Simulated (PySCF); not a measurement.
# What an electron can do to BCl

PBE0 in PySCF with def2-TZVP on every atom, for the lowest determinant that a PBE0 search found; no spin–orbit coupling.

| species | state (unpaired electrons) | Re (Å) | ωe (cm⁻¹) | energy of the minimum from the neutral (eV) | De (eV) | dissociates to |
| --- | --- | --- | --- | --- | --- | --- |
| BCl | singlet (closed shell) | 1.718 | 841 | 0.00 | 5.33 | B + Cl |
| BCl⁺ | doublet (σ ↑) | 1.596 | 1154 | 9.68 | 4.29 | B⁺ + Cl |

Q: Work out the lowest energy to break BCl into atoms, from its vibrational ground state.

A: D0 = De − ωe/2 = 5.33 − 0.05 = 5.28 eV (PBE0/def2-TZVP).

Q: Work out the ionisation energy of the B atom at this level and the threshold of dissociative ionisation.

A: IE(B) = 9.68 + 4.29 − 5.33 = 8.64 eV, so B⁺ + Cl + e⁻ appears at D0 + IE(B) = 13.92 eV (PBE0/def2-TZVP). The measured IE(B) is 8.298 eV (NIST ASD).

These are thermodynamic thresholds; the onsets seen under electron impact lie higher where the geometry changes, and cross-sections peak well above them.

For an ion De counts to the pair picked by the measured ionisation energies or electron affinities, which need not be the lowest pair at this level. States were picked by a PBE0 search and need not be the measured ground states.
